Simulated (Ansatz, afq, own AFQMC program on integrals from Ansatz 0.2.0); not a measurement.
Two steps: Ansatz 0.2.0 writes the Fock matrix and Cholesky factors of the valence space, and afq projects on them the lowest state that overlaps trial and start.

```yaml
crystal:
  periodic: [false, false, false]
  atoms:
    - {symbol: Si, position_ang: [0.000000, 0.064094, 1.005387]}
    - {symbol: Si, position_ang: [0.000000, -0.004642, -1.094839]}
    - {symbol: H, position_ang: [0.000000, -0.381837, 2.430212]}
    - {symbol: H, position_ang: [0.000000, -1.274751, 0.062301]}
basis:
  gaussian: {orbitals: cc-pVDZ}
magnetization: {spin_polarized: true, initial_magnetization: 0}
correlation: {method: ccsd_t, electrons: outside_noble_gas, hamiltonian_folder: ham}
```

```sh
$ ansatz run in.yaml --threads 1 --pin off --events-out ev --progress --plain --max-ram 1843MiB
```

Options of the walk:

```
--method phaseless --trial cisd --walkers 70 --populations 1 --least-time 40 --time-step 0.005 --steps-per-block 50 --equilibration-blocks 28 --max-blocks 300 --target-error 0.00038 --factor-cut 1e-05 --start spin_pure --seed 2601 --release-times 0.24,0.51,0.99,1.62,2.4 --release-step 0.03 --release-every 4 --taylor-order 6
```

Times are imaginary, in 1/Eh. The walk had a cap of 536 s.

afq prints:

```
orbitals 36  electrons 5 5  factors 274 of 455
reference energy -578.90590263 Eh
CCSD correlation -0.22328681 Eh in 11 cycles, weight of the determinant in the CISD state 0.8382
energy of the start -579.129189 Eh
 block  time / (1/Eh)  mean weight  energy / Eh
     1     0.250  0.9994  -579.125273
     2     0.500  0.9998  -579.126235
     3     0.750  0.9997  -579.129748
     4     1.000  1.0006  -579.130818
     5     1.250  1.0011  -579.132718
    10     2.500  1.0005  -579.138224
    31     7.750  1.0001  -579.138734
    56    14.000  1.0012  -579.149289
    81    20.250  0.9999  -579.138660
   106    26.500  0.9980  -579.133758
   131    32.750  0.9994  -579.151245
   156    39.000  1.0002  -579.138581
   171    42.750  1.0012  -579.152717
   181    45.250  0.9994  -579.152126
   206    51.500  0.9998  -579.143931
   216    54.000  1.0001  -579.140802
blocks merged  error / Eh  count
     1  0.000357  192
     2  0.000461  96
     4  0.000542  48
     8  0.000607  24
    16  0.000719  12
released: time / (1/Eh)  energy / Eh  error  mean overlap
  0.24  -579.141326  0.000574  1.0135
  0.51  -579.141899  0.000624  1.0147
  0.99  -579.142515  0.000693  1.0220
  1.62  -579.143812  0.000764  0.9988
  2.40  -579.142816  0.001003  1.0206
energy -579.141577 +/- 0.000607 Eh
(rows thinned)
```

The run passed its tests (sampling time, drift between the halves within three errors, error under three times the target), which doesn't prove that it has relaxed, ending at its cap on processor time. The second half of the sampling lies below the first by 1.7 errors of their difference, so the energy may still be moving and its error bar be too small.

Against this walk (error 16.5 meV) on the same determinant: CCSD(T) 22.8 meV higher (within the noise), CCSDT(Q) 39.3 meV lower. The error is statistical and leaves out the bias of the constraint. Released to 2.40 1/Eh the energy moves by -34 ± 32 meV (both errors), within twice the noise.

Cautions: constraint bias not in the error; error above the target (16.5 against 10.3 meV); higher spins were not checked; an unrestricted solution with more broken spin lies lower (56 meV, ⟨S²⟩ 0.34), while this determinant keeps restricted orbitals.

The walk took 9 min on 1 thread of Arm Neoverse N1, on a shared host. The log's last line is the phaseless energy.

CCSDT and higher add their correlation energy to the determinant of the CCSD(T) run, since their own runs factorise the integrals more tightly (a shift of under 2 meV). A walk keeps the symmetry of its determinant, which the program's search chose and which needn't be the lowest solution, so a lower state of the same spin and another symmetry isn't excluded.
